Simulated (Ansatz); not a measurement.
One change: `CC[SiH]` becomes `C[CH2][MgH]`.

Ansatz, PBE0-D4/def2-TZVP geometries, multiplicity 1. 

```
                                      property  `CC[SiH]`
           HOMO–LUMO gap (PBE/def2-TZVPP) / eV       1.86
           LUMO energy (B3LYP/def2-TZVPP) / eV      -2.66
         LUMO energy (ωB97M-V/def2-TZVPP) / eV      -0.49
            LUMO energy (PBE0/def2-TZVPP) / eV      -2.46
zero-point energy (PBE0-D4/def2-TZVP) / kJ/mol      185.8
       HOMO–LUMO gap (ωB97M-V/def2-TZVPP) / eV       7.84
```

(1) What does the change do to each property? (Best estimate.)

Results:

(1) Computed: 
```
                                      property  `C[CH2][MgH]`  shift
           HOMO–LUMO gap (PBE/def2-TZVPP) / eV           4.22   2.36
           LUMO energy (B3LYP/def2-TZVPP) / eV          -0.56   2.10
         LUMO energy (ωB97M-V/def2-TZVPP) / eV           0.80   1.29
            LUMO energy (PBE0/def2-TZVPP) / eV          -0.31   2.15
zero-point energy (PBE0-D4/def2-TZVP) / kJ/mol          179.5   -6.3
       HOMO–LUMO gap (ωB97M-V/def2-TZVPP) / eV           9.32   1.48
```

With PBE0 the HOMO falls by 0.10 eV and the LUMO rises by 2.15 eV, so the gap widens by about 2.25 eV. PBE moves the HOMO by 0.00 eV and ωB97M-V by -0.19 eV.

B3LYP here is the variant with VWN-RPA as its local correlation; programs differ in this.
